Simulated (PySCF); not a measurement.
Ligands exchanged one at a time, B Cl-H. Gas-phase values, no solvent. Strings in code marks are SMILES.

The S1–T1 gap (TDA) from two functionals at the same geometries (r2SCAN-D4/def2-TZVP), both in PySCF: PBE-D3(BJ)/def2-TZVP and r2SCAN-D4/def2-TZVP. Excitations are Tamm–Dancoff values on a coarser integration grid. The basis has no diffuse functions, so Rydberg states are missing or too high.

```json
[
 {"species": "0 of 3 Cl replaced by H (`ClB(Cl)Cl`)", "r2SCAN-D4/def2-TZVP (eV)": "0.22"},
 {"species": "1 of 3 Cl replaced by H", "r2SCAN-D4/def2-TZVP (eV)": "0.50"},
 {"species": "2 of 3 Cl replaced by H (`BCl`)", "r2SCAN-D4/def2-TZVP (eV)": "0.52"}
]
```

Task: What does PBE-D3(BJ)/def2-TZVP give for each?

Result: 
- 0 of 3 Cl replaced by H (`ClB(Cl)Cl`): 0.19
- 1 of 3 Cl replaced by H: 0.38
- 2 of 3 Cl replaced by H (`BCl`): 0.41
Over these rows, drawn at random from the members with no instability flagged (it was tested for open shells, ions and some series alone), PBE minus r2SCAN-D4: mean -0.08 eV, from -0.11 eV to -0.03 eV.
